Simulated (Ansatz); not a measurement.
**SiH5 (doublet): the correlation ladder at distance Si1–H5 along a hydrogen transfer = 1.575 Å, cc-pVTZ**

An exercise on one series of results from a longer session: the logs are not shown, and one member is left open.

Computed with Ansatz 0.2.0, Gaussian basis. Level: cc-pVTZ, core rule «outside noble gas», up to 5 orbitals frozen.

To be run: UHF; CCSD(T) on ROHF; CCSD(T) on UHF; BCCD(T) on ROHF; CCSDT(Q) on ROHF; CCSDT(Q) on UHF; CASSCF and NEVPT2, 3 electrons in 3 orbitals; CASSCF and NEVPT2, 9 electrons in 9 orbitals.

### What is computed

The geometry derives from fragments relaxed apart (PBE0/def2-TZVP) and kept rigid, so it is no stationary point. A hydrogen atom is moved between rigid fragments.

6 atoms, charge 0, spin multiplicity 2.

Atoms are counted from 1 here; the program's logs count them from 0.

Bond lengths: Si1–H2 1.485 Å, Si1–H3 1.485 Å, Si1–H4 1.485 Å, Si1–H5 1.575 Å. Angles: H2–Si1–H3 109.5°, H2–Si1–H4 109.5°, H2–Si1–H5 109.5°, H3–Si1–H4 109.5°, H3–Si1–H5 109.5°, H4–Si1–H5 109.5°.

Set-up of the first run:

in.yaml

```yaml
crystal:
  periodic: [false, false, false]
  atoms:
    - {symbol: Si, position_ang: [-0.089775, 0.000000, 0.000000]}
    - {symbol: H, position_ang: [-0.584647, 1.399708, 0.000000]}
    - {symbol: H, position_ang: [-0.584646, -0.699854, 1.212183]}
    - {symbol: H, position_ang: [-0.584647, -0.699854, -1.212183]}
    - {symbol: H, position_ang: [1.485225, 0.000000, 0.000000]}
    - {symbol: H, position_ang: [2.770225, 0.000000, 0.000000]}
basis:
  gaussian: {orbitals: cc-pVTZ}
magnetization: {spin_polarized: true, initial_magnetization: 1}
hamiltonian: {xc: hf}
output: {orbitals: {seedname: orbitals}}
```

Run with:

```console
> ansatz run in.yaml --threads 1 --pin off --events-out ev --progress --plain --max-ram 4096MiB --backend cpu
```

Among the steps run: UHF; CCSD(T) on ROHF; CCSD(T) on UHF; BCCD(T) on ROHF; CCSDT(Q) on ROHF; CCSDT(Q) on UHF; CASSCF and NEVPT2, 3 electrons in 3 orbitals; CASSCF and NEVPT2, 9 electrons in 9 orbitals.

One of the session's tables, all rows but one given; the rest of the session is left out.

It belongs to the step «Misses and costs». 

| method | from UCCSDT(Q) (kcal/mol) |
| --- | --- |
| ROHF | +120.04 |
| UHF | ? |
| RMP2 | +24.15 |
| UMP2 | +23.86 |
| RCCSD | +3.47 |
| UCCSD | +3.42 |
| RCCSD(T) | +0.64 |
| UCCSD(T) | +0.64 |
| BCCD(T) | +0.62 |
| RCCSDT | +0.09 |
| UCCSDT | +0.08 |
| RCCSDT(Q) | +0.01 |
| UCCSDT(Q) | 0 |
| CASSCF pair | +109.53 |
| NEVPT2 pair | +24.22 |
| CASSCF valence | +82.48 |
| NEVPT2 valence | +25.59 |

**Question.** Estimate the row for UHF.

**Answer.** from UCCSDT(Q) (kcal/mol): +117.97. In the column «from UCCSDT(Q) (kcal/mol)» it lies between CASSCF pair (+109.53) and ROHF (+120.04).

Limits of these values: Restricted and unrestricted rows rest on different reference determinants; where their highest levels disagree by more than a few hundredths of an eV, they describe different states and don't form one ladder.
